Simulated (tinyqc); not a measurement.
Inside a calculation. Method: ROHF in the sto-6g basis, for H2O+, spin multiplicity 2. One step of it, computed by the program tinyqc.

Problem. Iteration 2: DIIS coefficients. Solve [B -1; -1 0][c; lambda] = [0; -1] for the coefficients, which sum to one.

B (overlaps of the stored error matrices):
```
[[1.2287278e+00, 1.0201176e-01],
 [1.0201176e-01, 5.8519479e-02]]
```

Give: DIIS coefficients.

Solution.

DIIS coefficients: [-0.0402, 1.0402]
